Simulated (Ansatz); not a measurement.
`BC=C` + `BS` → `BSB` + `C=C` at 700 K and 1 bar (ligand exchange at a B–C bond).

Isolated molecules relaxed with PBE0-D4/def2-TZVP in Ansatz; ΔE leaves out vibrations. CCSD(T)/CBS adds triple-zeta CCSD(T) − MP2 to the extrapolated MP2 energy (def2 sets, frozen cores). This one scheme is used for every species.

```tsv
species	CCSD(T)/CBS energy (Eh)	H − E (kJ/mol)	S (J/(mol·K))
`BC=C`	-103.86193	214.7	339.5
`BS`	-424.38198	115.9	297.3
`BSB`	-449.77944	166.1	351.1
`C=C`	-78.48111	168.9	268.4
```

H − E and S are ideal-gas, rigid-rotor, harmonic terms from PBE0-D4/def2-TZVP. 1 Eh = 2625.50 kJ/mol, R = 8.31446 J/(mol·K).

**Question.** By hand: ΔE, ΔH, ΔS and ΔG.

**Answer.** ΔE = (-449.77944) + (-78.48111) − (-103.86193) − (-424.38198) = -0.01664 Eh = -43.7 kJ/mol. Δ(H − E) = 166.1 + 168.9 − 214.7 − 115.9 = 4.4, so ΔH = -39.3 kJ/mol. ΔS = 351.1 + 268.4 − 339.5 − 297.3 = -17.3 J/(mol·K). ΔG = -39.3 − 700 × (-17.3)/1000 = -27.2 kJ/mol.

**Question.** By hand: the equilibrium constant, and the temperature at which ΔG would vanish if ΔH and ΔS stayed fixed.

**Answer.** log₁₀ K = −ΔG/(RT ln 10) = 2.0. ΔG = 0 at ΔH/ΔS = 2272 K, though so small a ΔS makes that figure unsure.

ΔH outweighs TΔS. A doubt of 5 kJ/mol in ΔE shifts log₁₀ K by 0.4 here. These are equilibria of isolated gas molecules and say nothing of rates. Largest T1 diagnostic: 0.015 (customary marks: 0.02 for closed shells, 0.045 for open ones).
